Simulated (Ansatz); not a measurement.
Reaction (SMILES): F[SiH2]F + 2 [H][H] (H2) → 2 F (HF) + [SiH4] (SiH4)
B3LYP-D3(BJ)/def2-TZVP geometries, fixed; electronic energies without zero-point terms.

Basis-set convergence of the energy of full hydrogenation at wB97M-V with Ansatz (a program for electronic structure). All functions are spherical. The program fits the integrals of some runs and decomposes those of others, by size. The functional holds VV10 correlation; no added dispersion term, no relativity. Functions are those of the species that has most. Reference: the value in aug-pcseg-3, 57.26 kcal/mol, itself unsure by roughly 0.47 kcal/mol (its mean distance from aug-cc-pV(Q+d)Z, cc-pV(5+d)Z, def2-QZVPPD). Deviations are taken from unrounded values. Cost is core time over that of pcseg-1, rough, on shared machines of one kind.

```csv
basis,functions,energy of full hydrogenation (kcal/mol),minus reference (kcal/mol),cost
pcseg-0,35,67.78,10.52,0.7×
pcseg-1,56,51.54,-5.72,1×
aug-pcseg-1,91,44.73,-12.53,2×
pcseg-2,122,56.39,-0.87,1×
aug-pcseg-2,188,56.00,-1.26,4×
pcseg-3,250,57.30,0.03,4×
aug-pcseg-3,357,57.26,0.00,9×
```

The smallest set listed that lies within 2 kcal/mol of the reference with all its larger relatives (same family, alike in diffuse functions; a set with none counts only in the reference's own line) is pcseg-2 (122 functions, 1× in cost, -0.87 kcal/mol off).
